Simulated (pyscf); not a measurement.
Thermochemistry of product channels of O=W(OH)(F)(F)–F + NH₃ on the singlet surface, in kJ/mol, from ωB97M-D3(BJ)/def2-TZVP energies (ideal gas, 1 atm, RRHO with modes under 100 cm⁻¹ raised to 100, one conformer, R ln 2 for chiral ones without a mode under 150 cm⁻¹). PySCF, gas phase, ωB97X-D3(BJ)/def2-SVP geometries.

```csv
products,ΔE,ΔH(298 K),ΔG(600 K),ΔG(900 K)
H₂N–W(OH)(OH)(F)(F)–F,…,+6.2,+102.5,+147.5
H₂N–W(=O)(OH)(F)–F + HF,…,+61.6,+67.1,+67.6
```

Fill in the missing entries.


- H₂N–W(OH)(OH)(F)(F)–F, ΔE: +1.7
- H₂N–W(=O)(OH)(F)–F + HF, ΔE: +64.9

These are energies of the channels, which say nothing of barriers. Elements past Kr carry the def2 core potentials, without spin-orbit coupling.
